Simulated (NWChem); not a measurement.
System: formic acid (CH2O2); SMILES O=CO

NWChem input:

```
start job
memory heap 200 mb stack 900 mb global 1100 mb
geometry units angstroms noautosym nocenter noautoz
  O      0.122821    -1.118103     0.000000
  C     -0.394426     0.109152     0.000000
  O      0.239369     1.123227     0.000000
  H      1.089211    -1.019357     0.000000
  H     -1.503117     0.048280     0.000000
end
basis spherical
  * library 6-31g*
end
dft
  xc xpbe96 cpbe96
  iterations 150
end
task dft gradient
```

Parts of the log:

```
             Northwest Computational Chemistry Package (NWChem) 7.3.0
             --------------------------------------------------------

                             Geometry "geometry" -> ""
                             -------------------------

 Output coordinates in angstroms (scale by  1.889725989 to convert to a.u.)

  No.       Tag          Charge          X              Y              Z
 ---- ---------------- ---------- -------------- -------------- --------------
    1 O                    8.0000     0.12282100    -1.11810300     0.00000000
    2 C                    6.0000    -0.39442600     0.10915200     0.00000000
    3 O                    8.0000     0.23936900     1.12322700     0.00000000
    4 H                    1.0000     1.08921100    -1.01935700     0.00000000
    5 H                    1.0000    -1.50311700     0.04828000     0.00000000

 Effective nuclear repulsion energy (a.u.)      70.5324004630

  pbe96 is a nonlocal functional; adding pw91lda local functional.

                                 NWChem DFT Module
                                 -----------------

 Summary of "ao basis" -> "ao basis" (spherical)
 ------------------------------------------------------------------------------
       Tag                 Description            Shells   Functions and Types
 ---------------- ------------------------------  ------  ---------------------
 O                           6-31g*                  6       14   3s2p1d
 C                           6-31g*                  6       14   3s2p1d
 H                           6-31g*                  2        2   2s

            General Information
            -------------------
          SCF calculation type: DFT
          Wavefunction type:  closed shell.
          No. of atoms     :     5
          No. of electrons :    24
           Alpha electrons :    12
            Beta electrons :    12
          Charge           :     0
          Spin multiplicity:     1
          Use of symmetry is: off; symmetry adaption is: off
          Maximum number of iterations: 150
          AO basis - number of functions:    46
                     number of shells:    22
          Convergence on energy requested:  1.00D-06
          Convergence on density requested:  1.00D-05
          Convergence on gradient requested:  5.00D-04

              XC Information
              --------------
          PerdewBurkeErnzerhof Exchange Functional  1.000
            Perdew 1991 LDA Correlation Functional  1.000 local
           PerdewBurkeErnz. Correlation Functional  1.000 non-local

             Grid Information
             ----------------
          Grid used for XC integration:  medium
          Radial quadrature: Mura-Knowles
          Angular quadrature: Lebedev.
          Tag              B.-S. Rad. Rad. Pts. Rad. Cut. Ang. Pts.
          ---              ---------- --------- --------- ---------
          O                   0.60       49           7.0       434
          C                   0.70       49           7.0       434
          H                   0.35       45           8.0       434
          Grid pruning is: on
          Number of quadrature shells:   237
          Spatial weights used:  Erf1

      Superposition of Atomic Density Guess
      -------------------------------------

 Sum of atomic energies:        -188.16542369

      Non-variational initial energy
      ------------------------------

 Total energy =    -189.356946
 1-e energy   =    -397.269579
 2-e energy   =     137.380233
 HOMO         =      -0.390854
 LUMO         =       0.047900

   convergence    iter        energy       DeltaE   RMS-Dens  Diis-err
 ---------------- ----- ----------------- --------- --------- ---------
 d= 0,ls=0.0,diis     1   -189.4191535330 -2.60D+02  4.32D-02  1.13D+00
 d= 0,ls=0.0,diis     2   -188.7926715262  6.26D-01  3.48D-02  7.37D+00
 d= 0,ls=0.0,diis     3   -189.5129840811 -7.20D-01  9.49D-03  3.64D-01
 d= 0,ls=0.0,diis     4   -189.5414037112 -2.84D-02  3.03D-03  8.17D-02
 d= 0,ls=0.0,diis     5   -189.5492352742 -7.83D-03  5.53D-04  1.31D-03
  Resetting Diis
 d= 0,ls=0.0,diis     6   -189.5493546239 -1.19D-04  1.67D-04  8.32D-05
 d= 0,ls=0.0,diis     7   -189.5493646493 -1.00D-05  4.30D-05  1.63D-06
 d= 0,ls=0.0,diis     8   -189.5493645131  1.36D-07  3.18D-05  2.96D-06
 d= 0,ls=0.0,diis     9   -189.5493647416 -2.28D-07  1.19D-05  1.06D-06
 d= 0,ls=0.0,diis    10   -189.5493648444 -1.03D-07  1.32D-06  1.22D-08

         Total DFT energy =     -189.549364844398
      One electron energy =     -398.975459732589
           Coulomb energy =      162.033900292826
    Exchange-Corr. energy =      -23.140205867610
 Nuclear repulsion energy =       70.532400462976

 Numeric. integr. density =       23.999999355280

                       DFT Final Molecular Orbital Analysis
                       ------------------------------------

[...]

                         DFT ENERGY GRADIENTS

    atom               coordinates                        gradient
                 x          y          z           x          y          z
   1 O       0.232098  -2.112908   0.000000    0.009004   0.024452  -0.000000
   2 C      -0.745357   0.206267   0.000000    0.022234   0.008676  -0.000000
   3 O       0.452342   2.122591   0.000000   -0.018093  -0.032130  -0.000000
   4 H       2.058310  -1.926305   0.000000   -0.013809  -0.002794   0.000000
   5 H      -2.840479   0.091236   0.000000    0.000664   0.001795   0.000000
```

Level: PBE/6-31G* (spherical d). Coordinates come from a PBE0/def2-SVP optimisation.
